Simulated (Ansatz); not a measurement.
(NaH)2 ring (Na2H2) was relaxed with PBE0-D4 (def2-TZVP) in Ansatz in these states: charge +1 doublet, neutral singlet. The geometries follow in no particular order.

A:

```xyz
4

Na    0.0818   -0.6337    1.2488
H    -1.5319   -0.3085   -0.0560
Na   -0.0818    0.6342   -1.2485
H     1.5319    0.3080    0.0558
```

B:

Cartesian coordinates in Å:
```
Na -0.092 -1.633 1.131
H -0.377 0.320 0.431
Na 0.092 1.633 -1.131
H 0.377 -0.320 -0.431
```

Q: Judge from the bond lengths which geometry belongs to which state (an estimate).

A: A is the neutral singlet (Na1–Na3 2.805 Å, H2–Na3 2.101 Å, Na1–H4 2.101 Å); B is the charge +1 doublet (Na1–Na3 3.977 Å, H2–Na3 2.094 Å, Na1–H4 2.094 Å).
